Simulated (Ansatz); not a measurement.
# AlSiH (singlet): wave-function methods side by side, 6-31G

Aim: climb from Hartree-Fock through coupled cluster and multireference methods for AlSiH (singlet) at one geometry and basis, and see what each rung misses.

Program: Ansatz 0.2.0, Gaussian basis. Level of theory: 6-31G, core rule «outside noble gas», up to 10 orbitals frozen. These are calculated values, not measurements.

To be run: UHF; CCSD(T) on RHF; CCSD(T) on UHF; BCCD(T) on RHF; CISD; CCSDT(Q) on RHF; CCSDT(Q) on UHF; CISDTQ; CCSDTQ on RHF; CCSDTQ on UHF; CASSCF and MRCISD+Q, 8 electrons in 9 orbitals; CASSCF and NEVPT2, 8 electrons in 9 orbitals; Full CI.

24 further runs of the same task are left out: 8 that didn't finish, 16 set aside as unsound or not needed.

**1. What is computed**

The geometry is a PBE0/def2-TZVP stationary point (not a proven minimum) of the parent state, kept for this charge and spin.

3 atoms, charge 0, spin multiplicity 1.

Atoms are counted from 1 here; the program's logs count them from 0.

Bond lengths: Si1–Al2 2.390 Å, Si1–H3 1.598 Å. Angles: Al2–Si1–H3 57.3°.

Geometry (Å):

```xyz
3
charge 0, multiplicity 1
Si    0.0000   -0.0360    1.1654
Al    0.0000   -0.0118   -1.2249
H     0.0000    1.3177    0.3154
```

**2. UHF**

The input, in.yaml:

```yaml
crystal:
  periodic: [false, false, false]
  atoms:
    - {symbol: Si, position_ang: [0.000000, -0.035961, 1.165412]}
    - {symbol: Al, position_ang: [0.000000, -0.011793, -1.224879]}
    - {symbol: H, position_ang: [0.000000, 1.317723, 0.315431]}
basis:
  gaussian: {orbitals: 6-31G}
magnetization: {spin_polarized: true, initial_magnetization: 0}
hamiltonian: {xc: hf}
output: {orbitals: {seedname: orbitals}}
```

Launch:

```
ansatz run in.yaml --threads 1 --pin off --events-out ev --progress --plain --max-ram 2393MiB
```

Further steps of the session: CCSD(T) on RHF; CCSD(T) on UHF; BCCD(T) on RHF; CISD; CCSDT(Q) on RHF; CCSDT(Q) on UHF; CISDTQ; CCSDTQ on RHF; CCSDTQ on UHF; CASSCF and MRCISD+Q, 8 electrons in 9 orbitals; CASSCF and NEVPT2, 8 electrons in 9 orbitals; Full CI.

**Question.** What will the summary of the whole plan be? Wanted: FCI from the RHF energy; RMP2 from FCI; RCCSD from FCI; RCCSD(T) from FCI; RCCSDT(Q) from FCI; NEVPT2 valence from FCI; MRCISD+Q valence from FCI; T1 diagnostic; effectively unpaired electrons.

**Answer**, as computed:

```
                         quantity                                                         value
          FCI from the RHF energy                                                    -3.1484 eV
                    RMP2 from FCI                                               +22.96 kcal/mol
                   RCCSD from FCI                                                +4.67 kcal/mol
                RCCSD(T) from FCI                                                +1.21 kcal/mol
               RCCSDT(Q) from FCI                                                +0.07 kcal/mol
          NEVPT2 valence from FCI                                                +4.85 kcal/mol
        MRCISD+Q valence from FCI                                                +0.34 kcal/mol
levels within 1 kcal/mol (43 meV)  RCCSDT, RCCSDT(Q), RCCSDTQ, MRCISD valence, MRCISD+Q valence
                    T1 diagnostic                                                         0.051
   effectively unpaired electrons                                                          0.50
```

RCCSD(T) lands +1.21 kcal/mol from the yardstick (1.7 % of the correlation energy). The occupations show some static correlation. Of the multireference levels listed MRCISD+Q valence comes nearest in total energy (+0.34 kcal/mol), which doesn't show that its space is the better one. Coupled cluster took another determinant than the lowest Hartree-Fock one. These misses are within one basis, not against nature.

The restricted and unrestricted ladders end 0.61 eV apart at CCSDT(Q), so they describe two states, and rows of one don't measure the error of the other.
